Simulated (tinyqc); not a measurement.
Inside a calculation (part 2 of 2). Method: CIS and TDHF on RHF in the sto-6g basis, frozen core, for H2O, spin multiplicity 1. Computed by tinyqc, a small Python program that keeps every step (integrals from PySCF). Command: `OMP_NUM_THREADS=1 python tinyqc.py 28786 28787 out.jsonl` (the two numbers bound the seeds that draw the settings). One thread of a shared host (Intel(R) Xeon(R) Processor @ 2.60GHz), about 0.1 s of CPU time with the checks.

Geometry (angstrom):
```
atom         x          y         z
O     0.000000   0.000000  0.000000
H     0.000000   0.812000  0.489000
H     0.000000  -0.812000  0.489000
```

## TDHF (RPA) triplet states

CIS matrix A, triplet (hartree), lower triangle:
```
           2>6        2>7        3>6        3>7       4>6       4>7       5>6       5>7
2>6   1.238012
2>7   0.000000   1.419031
3>6   0.000000  -0.105295   0.653475
3>7  -0.105295   0.000000   0.000000   0.815739
4>6  -0.061486   0.000000   0.000000  -0.045418  0.460833
4>7   0.000000   0.017137  -0.045418   0.000000  0.000000  0.592847
5>6   0.000000   0.000000   0.000000   0.000000  0.000000  0.000000  0.383527
5>7   0.000000   0.000000   0.000000   0.000000  0.000000  0.000000  0.000000  0.537702
```

Two-electron integrals over orbitals (pq|rs), unique and non-zero (hartree); the lowest 1 orbital is frozen and left out:
```
(22|22) 0.725796    (32|32) 0.146525    (33|22) 0.642816    (33|33) 0.633755
(42|22) 0.003327    (42|33) 0.006272    (42|42) 0.127163    (43|32) 0.020533
(43|43) 0.044362    (44|22) 0.689952    (44|33) 0.604157    (44|42) -0.105064
(44|44) 0.806560    (52|52) 0.145700    (53|53) 0.028730    (54|52) -0.042623
(54|54) 0.054504    (55|22) 0.749849    (55|33) 0.628460    (55|42) -0.062220
(55|44) 0.741073    (55|55) 0.880663    (62|22) 0.141543    (62|33) 0.070992
(62|42) 0.021945    (62|44) 0.101429    (62|55) 0.161595    (62|62) 0.100902
(63|32) -0.049216   (63|43) -0.028711   (63|63) 0.079683    (64|22) 0.091833
(64|33) 0.039174    (64|42) -0.013138   (64|44) 0.108623    (64|55) 0.104602
(64|62) 0.063480    (64|64) 0.058850    (65|52) 0.062183    (65|54) -0.002403
(65|65) 0.039374    (66|22) 0.602105    (66|33) 0.568009    (66|42) 0.061486
(66|44) 0.543457    (66|55) 0.579540    (66|62) 0.087723    (66|64) 0.042225
(66|66) 0.588401    (72|32) 0.042752    (72|43) -0.029834   (72|63) 0.034716
(72|72) 0.062304    (73|22) 0.146336    (73|33) 0.093680    (73|42) -0.067587
(73|44) 0.169876    (73|55) 0.192267    (73|62) 0.080375    (73|64) 0.068405
(73|66) 0.037360    (73|73) 0.148568    (74|32) -0.071427   (74|43) 0.005602
(74|63) 0.044384    (74|72) -0.017402   (74|74) 0.062679    (75|53) 0.023956
(75|75) 0.025149    (76|32) 0.105295    (76|43) 0.045418    (76|63) -0.074475
(76|72) -0.005635   (76|74) -0.055855   (76|76) 0.123807    (77|22) 0.628675
(77|33) 0.613334    (77|42) -0.017137   (77|44) 0.619032    (77|55) 0.632953
(77|62) 0.072234    (77|64) 0.039634    (77|66) 0.563856    (77|73) 0.103587
(77|77) 0.627012
```

B(ia,jb) = - (ib|ja); the squared energies are the eigenvalues of (A - B)(A + B); 1 hartree = 27.211386 eV.

TDHF matrix B, triplet (hartree), lower triangle:
```
           2>6        2>7        3>6        3>7        4>6        4>7        5>6        5>7
2>6  -0.100902
2>7   0.000000  -0.062304
3>6   0.000000  -0.080375  -0.079683
3>7  -0.034716   0.000000   0.000000  -0.148568
4>6  -0.063480   0.000000   0.000000  -0.044384  -0.058850
4>7   0.000000   0.017402  -0.068405   0.000000   0.000000  -0.062679
5>6   0.000000   0.000000   0.000000   0.000000   0.000000   0.000000  -0.039374
5>7   0.000000   0.000000   0.000000   0.000000   0.000000   0.000000   0.000000  -0.025149
```

squared energies w^2 (hartree^2): 0.145542  0.187121  0.288491  0.302029  0.434462  0.615852  1.591234  2.045498

TDHF energies from the positive w^2 (eV): 10.381146  11.770960  14.615610  14.954611  17.936030  21.354470  34.325562  38.917968
